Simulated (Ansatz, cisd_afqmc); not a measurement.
Species: SiH4, charge 0, singlet. SiH4 (SMILES [SiH4]).
B3LYP-D3(BJ)/def2-TZVP minimum from Ansatz (a program for electronic structure):
```xyz
5

Si     0.0000     0.0000     0.0000
H      0.8756     0.8547     0.8331
H     -0.8222    -0.8655     0.8753
H     -0.8862     0.8545    -0.8220
H      0.8328    -0.8437    -0.8864
```
Charge 0, spin multiplicity 1.

Total energies in cc-pV(D+d)Z, 8 correlated electrons, 5 frozen orbitals. Open shells are spin-unrestricted; no spin-orbit coupling. Correlated methods leave the cores frozen. No relativity. AFQMC is phaseless with a CISD trial state; ± is one standard error, without the phaseless bias. Outlying blocks are dropped, and bars are widened where a walk drifts. Over all cases where full CI ran beside it in this data, AFQMC minus full CI had a median of +0.1 mEh and passed +0.4 mEh in a tenth of the cases.

| method | program | energy (Eh) | minus CCSDTQ (mEh) |
|---|---|---|---|
| HF | Ansatz | -291.25001 | 150.44 |
| MP2 | Ansatz | -291.36620 | 34.24 |
| CCSD | Ansatz | -291.39733 | 3.12 |
| CCSD(T) | Ansatz | -291.39978 | 0.67 |
| CCSDT(Q) | Ansatz | -291.40044 | 0.01 |
| CCSDTQ | Ansatz | -291.40045 | 0.00 |
| AFQMC/CISD | cisd_afqmc | -291.4004 ± 0.0001 | 0.0 ± 0.1 |

Rough core times of Ansatz's runs on a shared machine: CCSD(T) under 20 s, CCSDT(Q) under 20 s, CCSDTQ 50 s.
